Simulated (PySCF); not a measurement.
Species: 2,2-dimethylbutane, C6H14.
Atom-mapped SMILES: `[CH3:1][CH2:2][C:3]([CH3:4])([CH3:5])[CH3:6]` (hydrogens: H7, H8, H9 on C1; H10, H11 on C2; H12, H13, H14 on C4; H15, H16, H17 on C5; H18, H19, H20 on C6)

Computed geometry: GFN2-xTB, gas phase.

(1) What internal coordinates does the optimisation give?

## Answers

(1) 
| bond | length (Å) |
| --- | --- |
| C1–C2 | 1.525 |
| C2–C3 | 1.540 |
| C3–C4, C3–C5, C3–C6 | 1.531 |
| C1–H7, C1–H8, C1–H9 | 1.087 |
| C2–H10, C2–H11 | 1.093 |
| C4–H12 and 8 like bonds | 1.088 |

Bonds in one row agree within 0.01 Å and their mean is given. A selection of angles:
| angle | degrees |
| --- | --- |
| C2–C1–H7 | 111.3 |
| C2–C1–H9 | 109.5 |
| H7–C1–H8 | 108.7 |
| H7–C1–H9 | 108.0 |
| C1–C2–C3 | 115.8 |
| C1–C2–H10 | 108.5 |
| C1–C2–H11 | 108.5 |
| C3–C2–H10 | 108.2 |
| H10–C2–H11 | 107.2 |
| C2–C3–C4 | 107.8 |
| C2–C3–C5 | 111.0 |
| C4–C3–C5 | 108.7 |
| C3–C4–H12 | 110.7 |
| H12–C4–H13 | 108.3 |
| C3–C5–H17 | 110.1 |
| H15–C5–H16 | 108.6 |

Dihedral angles: C1–C2–C3–C4 180° (antiperiplanar).

Of the pairs four or more bonds apart, H7···H18 is among the closest relative to their van der Waals radii: 2.28 Å, 95 % of the sum of Bondi's values.

Point group: Cs (tolerance 0.08 Å). No GFN2-xTB frequencies stand behind this structure, so it isn't proved a minimum.
